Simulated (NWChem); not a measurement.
A series in which one site is exchanged, each optimised at PBE0/def2-SVP with NWChem, gas phase unless a solvent is named. Some are not confirmed as minima by frequencies. def2 effective core potentials on Cd; no spin-orbit coupling.

A: [BeH][OH] (BeH2O; site = Be)
B: OO (H2O2; site = O)
C: [MgH][OH] (MgH2O; site = Mg)
D: [OH][CdH] (CdH₂O; site = Cd)

| quantity | A | B | C | D |
|---|---|---|---|---|
| dipole (D), PBE0/def2-SVP | 1.90 | [?] | 0.79 | 1.58 |
| orbital gap (eV), PBE0/def2-SVP | 9.73 | [?] | 7.32 | 7.00 |
| static polarisability, CAM-B3LYP/def2-SVPD (bohr³) | 21.9 | [?] | 31.6 | 35.9 |
| lowest singlet excitation, CAM-B3LYP/def2-SVPD, TDA (eV) | 8.15 | [?] | 6.14 | 5.81 |

Task: Some entries are withheld; supply them.

Result: 
- dipole (D), PBE0/def2-SVP, B: 1.80
- orbital gap (eV), PBE0/def2-SVP, B: 9.10
- static polarisability, CAM-B3LYP/def2-SVPD (bohr³), B: 14.7
- lowest singlet excitation, CAM-B3LYP/def2-SVPD, TDA (eV), B: 6.36
